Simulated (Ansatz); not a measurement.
Reaction (SMILES): OO (H2O2) → 2 [OH] (OH)
B3LYP-D3(BJ)/def2-TZVP geometries, fixed; electronic energies without zero-point terms.

Basis-set convergence of the bond dissociation energy at B2PLYP with Ansatz (a quantum-chemistry and plane-wave program). Cartesian d functions, on some or all atoms, in 6-31G*, 6-31+G*; all else is spherical. Cores are frozen. Open shells are unrestricted. No added dispersion term, no relativity. Functions are those of the species that has most. Reference: the value in aug-pcseg-3, 52.60 kcal/mol, itself unsure by roughly 0.20 kcal/mol (its mean distance from aug-cc-pVQZ, cc-pV5Z, def2-QZVPPD). Deviations are taken from unrounded values.

```csv
basis,functions,bond dissociation energy (kcal/mol)
6-31G*,34,52.43
6-31+G*,42,49.96
cc-pVDZ,38,51.84
aug-cc-pVDZ,64,50.07
def2-SVP,38,53.10
def2-SVPD,62,50.30
pcseg-1,38,49.14
aug-pcseg-1,64,49.13
6-311G**,48,50.76
6-311+G**,56,48.17
def2-TZVP,74,51.96
def2-TZVPD,98,51.38
cc-pVTZ,88,52.91
aug-cc-pVTZ,138,51.91
pcseg-2,88,52.02
aug-pcseg-2,138,51.90
def2-TZVPP,90,52.04
def2-TZVPPD,114,51.55
cc-pVQZ,170,52.80
aug-cc-pVQZ,252,52.44
def2-QZVPP,174,52.34
def2-QZVPPD,198,52.21
pcseg-3,186,52.54
aug-pcseg-3,268,52.60
```

What the diffuse functions change, pair by pair:
- 6-31G* to 6-31+G*: 8 more functions, deviation -0.17 to -2.64 kcal/mol
- cc-pVDZ to aug-cc-pVDZ: 26 more functions, deviation -0.76 to -2.54 kcal/mol
- def2-SVP to def2-SVPD: 24 more functions, deviation 0.50 to -2.31 kcal/mol
- pcseg-1 to aug-pcseg-1: 26 more functions, deviation -3.47 to -3.47 kcal/mol
- 6-311G** to 6-311+G**: 8 more functions, deviation -1.84 to -4.43 kcal/mol
- def2-TZVP to def2-TZVPD: 24 more functions, deviation -0.65 to -1.22 kcal/mol
- cc-pVTZ to aug-cc-pVTZ: 50 more functions, deviation 0.31 to -0.70 kcal/mol
- pcseg-2 to aug-pcseg-2: 50 more functions, deviation -0.58 to -0.70 kcal/mol
- def2-TZVPP to def2-TZVPPD: 24 more functions, deviation -0.57 to -1.06 kcal/mol
- cc-pVQZ to aug-cc-pVQZ: 82 more functions, deviation 0.20 to -0.16 kcal/mol
- def2-QZVPP to def2-QZVPPD: 24 more functions, deviation -0.26 to -0.39 kcal/mol
- pcseg-3 to aug-pcseg-3: 82 more functions, deviation -0.06 to 0.00 kcal/mol

Leaving out the reference's own pair, they bring the value nearer the reference by more than 0.20 kcal/mol in 0 of 11 pairs.
